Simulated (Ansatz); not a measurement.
**BF (SMILES [B]F) at wB97X/STO-3G**

What is the energy change on altering one bond length of BF at wB97X/STO-3G? 

The results are computed with Ansatz 0.2.0.

35 further runs of the same task are left out: 1 that didn't finish, 34 set aside as unsound or not needed.

### Step 1. The structure to begin with

BF: 2 atoms, total charge 0, spin state singlet. SMILES: `[B]F`. The coordinates come from a PBE0-D4/def2-TZVP relaxation.

Bond lengths: B1–F2 1.263 Å.

### Step 2. The energy at wB97X/STO-3G

in.yaml reads:

```yaml
crystal:
  periodic: [false, false, false]
  atoms:
    - {symbol: B, position_ang: [0.000000, -0.000000, -0.009350]}
    - {symbol: F, position_ang: [-0.000000, 0.000000, 1.253740]}
basis:
  gaussian:
    orbitals: STO-3G
hamiltonian:
  xc: {name: wB97X}
magnetization:
  spin_polarized: false
accuracy: high
```

Launch:

```bash
$ ansatz run in.yaml --threads 1 --pin off --max-ram 3480MiB --events-out events.jsonl --progress --plain --runs-dir runs
```

Standard output:

```text
Warning: RAYON_NUM_THREADS=1 ignored (pool sized by the plan → 1); use --threads N
Functional definition: wB97X
  name "wB97X"
  parameter omega = 0.3/bohr
  parameter cx = 0.157706
  parameter cx1 = 0.726479
  parameter cx2 = 1.04760
  parameter cx3 = -5.70635
  parameter cx4 = 13.2794
  parameter css1 = -4.33879
  parameter css2 = 18.2308
  parameter css3 = -31.7430
  parameter css4 = 17.2901
  parameter cos1 = 2.37031
  parameter cos2 = -11.3995
  parameter cos3 = 6.58405
  parameter cos4 = -3.78132
  exchange = spin_sum(e_x_unif_sr(omega)*poly(b97_u_x, 1 - cx, cx1, cx2, cx3, cx4)) + cx*exact_x_sr(omega)
      + exact_x_lr(omega)
  correlation = spin_sum(e_c_pw_same_spin*poly(b97_u_same, 1, css1, css2, css3, css4))
      + integral(e_c_pw_opposite_spin*poly(b97_u_opposite, 1, cos1, cos2, cos3, cos4))
149 factors; integrals over basis functions are off by at most 3.9e-8 eV
88 factors; integrals over basis functions are off by at most 6.4e-10 eV
mean field evaluation 1: about -3342.7811 eV, gradient 8.5e0 eV
mean field evaluation 2: about -3342.9270 eV, gradient 7.3e0 eV
mean field evaluation 4: about -3343.0623 eV, gradient 7.3e-2 eV
mean field evaluation 8: about -3343.0490 eV, gradient 4.9e-4 eV
mean field -3343.04898930 eV, -122.8547843569 hartree, gradient 5.8e-9 eV, S^2 0.000000; 0 other end points of the search recorded, 0 dependent functions left out
reference -3343.04898828 eV, -122.8547843195 hartree; 7, 7 occupied and 3, 3 virtual orbitals, 149 factors
Total energy: -3343.04898828 eV, -122.8547843195 hartree
```

It took 0.87 s on 1 thread of Intel Xeon 6975P-C (Granite Rapids), shared host; peak memory 0.15 GiB.

### Step 3. The distorted shape, same level

molecule.yaml reads:

```yaml
crystal:
  periodic: [false, false, false]
  atoms:
    - symbol: B
      position_ang: [0.000000, -0.000000, -0.325160]
    - symbol: F
      position_ang: [-0.000000, 0.000000, 1.253740]
basis:
  gaussian: {orbitals: STO-3G}
magnetization: {spin_polarized: false}
hamiltonian: {xc: {name: wB97X}}
accuracy: high
```

Launch:

```bash
$ ansatz run molecule.yaml --threads 1 --pin off --max-ram 3480MiB --events-out events.jsonl --progress --plain --runs-dir runs
```

Standard output:

```text
Warning: RAYON_NUM_THREADS=1 ignored (pool sized by the plan → 1); use --threads N
Functional definition: wB97X
  name "wB97X"
  parameter omega = 0.3/bohr
  parameter cx = 0.157706
  parameter cx1 = 0.726479
  parameter cx2 = 1.04760
  parameter cx3 = -5.70635
  parameter cx4 = 13.2794
  parameter css1 = -4.33879
  parameter css2 = 18.2308
  parameter css3 = -31.7430
  parameter css4 = 17.2901
  parameter cos1 = 2.37031
  parameter cos2 = -11.3995
  parameter cos3 = 6.58405
  parameter cos4 = -3.78132
  exchange = spin_sum(e_x_unif_sr(omega)*poly(b97_u_x, 1 - cx, cx1, cx2, cx3, cx4)) + cx*exact_x_sr(omega)
      + exact_x_lr(omega)
  correlation = spin_sum(e_c_pw_same_spin*poly(b97_u_same, 1, css1, css2, css3, css4))
      + integral(e_c_pw_opposite_spin*poly(b97_u_opposite, 1, cos1, cos2, cos3, cos4))
149 factors; integrals over basis functions are off by at most 3.7e-8 eV
90 factors; integrals over basis functions are off by at most 7.8e-10 eV
mean field evaluation 1: about -3339.3240 eV, gradient 2.1e1 eV
mean field evaluation 2: about -3335.7915 eV, gradient 4.8e1 eV
mean field evaluation 4: about -3341.3619 eV, gradient 8.6e-2 eV
mean field evaluation 8: about -3341.3357 eV, gradient 8.8e-3 eV
mean field evaluation 16: about -3341.3357 eV, gradient 2.8e-10 eV
mean field -3341.33568309 eV, -122.7918215150 hartree, gradient 1.7e-8 eV, S^2 0.000000; 0 other end points of the search recorded, 0 dependent functions left out
reference -3341.33568209 eV, -122.7918214781 hartree; 7, 7 occupied and 3, 3 virtual orbitals, 149 factors
Total energy: -3341.33568209 eV, -122.7918214781 hartree
```

Run time: 0.83 s. Hardware: 1 thread of Intel Xeon 6975P-C (Granite Rapids), shared host; peak memory 0.16 GiB.

### Step 4. What came out

At wB97X/STO-3G:

```
                                                         quantity          value
                                        first shape: total energy  -122.85478 Eh
                                    distorted shape: total energy  -122.79182 Eh
energy change with the B1–F2 bond stretched from 1.263 to 1.579 Å       1.713 eV
```

In words: With the B1–F2 bond stretched from 1.263 to 1.579 Å the energy rises by 1.71 eV (40 kcal/mol). The first shape isn't relaxed at this level, so the change isn't measured from a minimum. The minimal basis adds a large error of its own.
